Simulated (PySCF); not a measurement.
C3H4OS.
Atom-mapped SMILES: `[CH3:1][S:2][CH:3]=[C:4]=[O:5]` (hydrogens: H6, H7, H8 on C1; H9 on C3)

Theory: PBE0-D3(BJ)/def2-SVP geometry optimisation, gas phase in PySCF 2.14.0.

Question: List the bond lengths, angles and torsions at this level.

Answer: 
| bond | length (pm) | order |
| --- | --- | --- |
| C1–S2 | 181.2 | single |
| S2–C3 | 176.0 | single |
| C3=C4 | 132.4 | double |
| C4=O5 | 115.8 | double |
| C1–H6, C1–H7, C1–H8 | 109.9 | single |
| C3–H9 | 109.3 | single |

Bonds in one row agree within 1 pm and their mean is given. Orders are formal, as drawn. A selection of angles:
| angle | degrees |
| --- | --- |
| S2–C1–H6 | 111.1 |
| S2–C1–H7 | 106.2 |
| H6–C1–H7 | 109.0 |
| C1–S2–C3 | 102.3 |
| S2–C3–C4 | 116.0 |
| S2–C3–H9 | 123.7 |
| C4–C3–H9 | 120.2 |
| C3–C4–O5 | 178.3 |

Dihedral angles: C1–S2–C3–C4 98° (anticlinal). The mirror-image conformer, all signs reversed, is as good.

The C–S distances run from 1.760 Å (S2–C3, drawn single) to 1.812 Å (C1–S2, drawn single), a spread of 0.052 Å.

Point group: C1 (no symmetry element, even within 0.4 Å). Not checked by PBE0-D3(BJ)/def2-SVP frequencies. The numbers are those of one conformer.
